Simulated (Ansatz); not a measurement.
Input for Ansatz (development build ahead of 0.2.0):

```yaml
crystal:
  periodic: [false, false, false]
  atoms:
    - { symbol: B, position_ang: [0.0, 0.0, 0.0] }
    - { symbol: O, position_ang: [0.0, 0.0, 1.14475] }
basis:
  gaussian: { orbitals: def2-SVP }
total_charge: 1
magnetization:
  spin_polarized: true
hamiltonian:
  xc: hf
correlation:
  method: mp2
  frozen_orbitals: { B: 1, O: 1 }
scf:
  omitted_lower_state_checks: [stability, starts, atomic_configurations, cluster_reference, orbital_swaps, given_window_search, neighbouring_geometries, increment]
```

The input is written out in the form of the current development build from the run's settings.

The run gave:

```yaml
Converged: yes
Reference_energy: -98.95729 hartree
Correlation_energy: -0.24920 hartree
Total_energy: -99.20649 hartree
Spin_squared_of_the_determinant: 0.000
Occupied_orbitals_by_symmetry_in_an_Abelian_subgroup_alpha;_beta: 4 A1 1 B1 1 B2; 4 A1 1 B1 1 B2
```

Messages of the program:
```
mean field -2692.76502197 eV, -98.9572893356 hartree, gradient 2.0e-6 eV, S^2 0.000000; 0 other ends of a descent, 0 dependent functions left out
```

The reference isn't the lowest determinant (another lies 0.59 eV lower), but the same method gives a higher total on the lower determinant.
